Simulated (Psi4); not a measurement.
# U-r2SCAN-3c/def2-mTZVPP (density fitting, ddCOSMO dimethylsulfoxide) run of SiH3O (SMILES [O][SiH3])

Aim: the energy difference between two shapes of SiH3O at U-r2SCAN-3c/def2-mTZVPP (density fitting, ddCOSMO dimethylsulfoxide), from 2 runs. 

The results are computed with Psi4 1.11.

1 further run of the same task is left out (set aside as unsound or not needed).

### Step 1. The system as given

SiH3O has 5 atoms, charge 0, and is taken as a doublet. As SMILES, `[O][SiH3]`. Geometry: relaxed at GFN2-xTB.

Bond lengths: O1–Si2 1.530 Å, Si2–H3 1.490 Å, Si2–H4 1.494 Å, Si2–H5 1.496 Å. Angles: O1–Si2–H3 115.3°, O1–Si2–H4 114.5°, O1–Si2–H5 114.3°, H3–Si2–H4 104.6°, H3–Si2–H5 104.2°, H4–Si2–H5 102.6°.

### Step 2. The energy at U-r2SCAN-3c/def2-mTZVPP (density fitting, ddCOSMO dimethylsulfoxide)

File calc.dat:

```
memory 1600 MB

molecule {
  0 2
  O     -1.416610     0.267850     0.690210
  Si    -0.065850     0.007840     0.019870
  H     -0.120650    -0.242400    -1.447490
  H      0.685890    -1.159260     0.572930
  H      0.917210     1.125960     0.164480
  symmetry c1
}

set globals {
  reference uks
  scf_type disk_df
  ddx true
  ddx_model cosmo
  ddx_solvent dimethylsulfoxide
  ddx_radii_set uff
}

energy("r2scan-3c")
```

The run is started by

```bash
$ psi4 -n 1 calc.dat calc.out
```

calc.out:

```text
[...]
  Running in c1 symmetry.
[...]
  Nuclear repulsion =   59.280886739717808
[...]
  Multiplicity = 2
[...]
  Nalpha       = 13
  Nbeta        = 12
[...]
    Number of basis functions: 66
[...]
   @DF-UKS iter   1:  -366.09529360548117   -1.12560e-01   1.30811e-02 DIIS/ADIIS
[...]
   @DF-UKS iter  31:  -366.41601256086204   -1.06444e-08   3.11117e-08 DIIS
[...]
   @S^2 Observed:                7.588619294E-01
[...]
    Orbital Energies [Eh]
    ---------------------
    Alpha Occupied:
       1A    -65.854605     2A    -19.001890     3A     -5.220790
       4A     -3.563182     5A     -3.562408     6A     -3.561323
       7A     -0.981862     8A     -0.505662     9A     -0.413059
      10A     -0.380007    11A     -0.367103    12A     -0.324940
      13A     -0.286876
    Alpha Virtual:
      14A      0.008094    15A      0.073309    16A      0.073619
      17A      0.109275    18A      0.179502    19A      0.182993
      20A      0.202412    21A      0.261741    22A      0.265148
      23A      0.277601    24A      0.424955    25A      0.431047
[...]
  @DF-UKS Final Energy:  -366.41601256086204
   => Energetics <=
    Nuclear Repulsion Energy =             59.2808867397178076
    One-Electron Energy =                -624.2504655522913026
    Two-Electron Energy =                 229.1230064217696736
    DFT Exchange-Correlation Energy =     -30.5682281512471725
    Empirical Dispersion Energy =           0.0023082805571847
    VV10 Nonlocal Energy =                  0.0000000000000000
    DD Solvation Energy =                 -0.0035202993682845
    Total Energy =                       -366.4160125608620433
[...]
 Multipole Moments:
 ------------------------------------------------------------------------------------
     Multipole            Electronic (a.u.)      Nuclear  (a.u.)        Total (a.u.)
 ------------------------------------------------------------------------------------
 L = 1.  Multiply by 2.5417464519 to convert [e a0] to [Debye]
 Dipole X            :         -2.2116460            2.7713627            0.5597167
 Dipole Y            :          0.2791209           -0.5122806           -0.2331597
 Dipole Z            :          0.8001313           -1.3192028           -0.5190716
 Magnitude           :                                                    0.7981739
[...]
```

It took 46 s on 1 thread of Intel Xeon Platinum 8259CL at 2.50GHz (Skylake/Cascade Lake), shared host; peak memory 0.72 GiB.

### Step 3. The distorted shape, same level

File h3osi.py:

```python
import psi4

psi4.set_memory(1600000000)
psi4.set_num_threads(1)
psi4.core.set_output_file('h3osi.out', False)

mol = psi4.geometry("""
0 2
O     -1.428530     0.290485     0.684199
Si    -0.073863     0.002589     0.017446
H     -0.087649    -0.231386    -1.465506
H      0.697779    -1.164069     0.579200
H      0.905723     1.125272     0.155696
symmetry c1
""")

psi4.set_options({
    'reference': 'uks',
    'scf_type': 'disk_df',
    'ddx': True,
    'ddx_model': 'cosmo',
    'ddx_solvent': 'dimethylsulfoxide',
    'ddx_radii_set': 'uff',
})

e = psi4.energy("r2scan-3c", molecule=mol)
print('E =', round(e, 9))
```

The run is started by

```bash
$ python h3osi.py
```

h3osi.out:

```text
[...]
  Running in c1 symmetry.
[...]
  Nuclear repulsion =   58.983364207016507
[...]
  Multiplicity = 2
[...]
  Nalpha       = 13
  Nbeta        = 12
[...]
    Number of basis functions: 66
[...]
   @DF-UKS iter   1:  -366.09924584542262   -1.28106e-01   1.30296e-02 DIIS/ADIIS
[...]
   @DF-UKS iter  25:  -366.41827450337473   -5.86567e-07   8.07237e-07 DIIS
[...]
   @S^2 Observed:                7.595221318E-01
[...]
    Orbital Energies [Eh]
    ---------------------
    Alpha Occupied:
       1A    -65.857568     2A    -19.000705     3A     -5.222854
       4A     -3.565377     5A     -3.564456     6A     -3.563371
       7A     -0.978387     8A     -0.505602     9A     -0.409310
      10A     -0.378843    11A     -0.365998    12A     -0.321899
      13A     -0.289365
    Alpha Virtual:
      14A      0.006574    15A      0.064992    16A      0.079783
      17A      0.105873    18A      0.179615    19A      0.181407
      20A      0.203434    21A      0.261816    22A      0.266960
      23A      0.267261    24A      0.423063    25A      0.431570
[...]
  @DF-UKS Final Energy:  -366.41827450337473
   => Energetics <=
    Nuclear Repulsion Energy =             58.9833642070165070
    One-Electron Energy =                -623.6658448215976023
    Two-Electron Energy =                 228.8217997701387958
    DFT Exchange-Correlation Energy =     -30.5562940269709564
    Empirical Dispersion Energy =           0.0022898811929043
    VV10 Nonlocal Energy =                  0.0000000000000000
    DD Solvation Energy =                 -0.0035895131544151
    Total Energy =                       -366.4182745033747324
[...]
 Multipole Moments:
 ------------------------------------------------------------------------------------
     Multipole            Electronic (a.u.)      Nuclear  (a.u.)        Total (a.u.)
 ------------------------------------------------------------------------------------
 L = 1.  Multiply by 2.5417464519 to convert [e a0] to [Debye]
 Dipole X            :         -2.0622351            2.8254720            0.7632369
 Dipole Y            :          0.5145693           -0.5204468           -0.0058775
 Dipole Z            :          1.0630370           -1.3273759           -0.2643388
 Magnitude           :                                                    0.8077377
[...]
```

On the terminal:

```text
E = -366.418274503
```

Wall time 36 s (1 thread of Intel Xeon Platinum 8259CL at 2.50GHz (Skylake/Cascade Lake), shared host); peak memory 0.71 GiB.

### Step 4. Outcome

Level: U-r2SCAN-3c/def2-mTZVPP (density fitting, ddCOSMO dimethylsulfoxide).

```
                                           quantity          value
                          first shape: total energy  -366.41601 Eh
                         first shape: dipole moment         2.03 D
    first shape: HOMO energy (highest over α and β)       -7.43 eV
     first shape: LUMO energy (lowest over α and β)       -6.49 eV
            first shape: solvent term in the energy    -9.2 kJ/mol
                                  first shape: ⟨S²⟩          0.759
                      distorted shape: total energy  -366.41827 Eh
                     distorted shape: dipole moment         2.05 D
distorted shape: HOMO energy (highest over α and β)       -7.48 eV
 distorted shape: LUMO energy (lowest over α and β)       -6.44 eV
        distorted shape: solvent term in the energy    -9.4 kJ/mol
                              distorted shape: ⟨S²⟩          0.760
             energy change with the atoms displaced      -0.062 eV
```

What this shows: With the atoms displaced the energy falls by 0.06 eV (5.9 kJ/mol). The first shape isn't relaxed at this level, so the change isn't measured from a minimum.
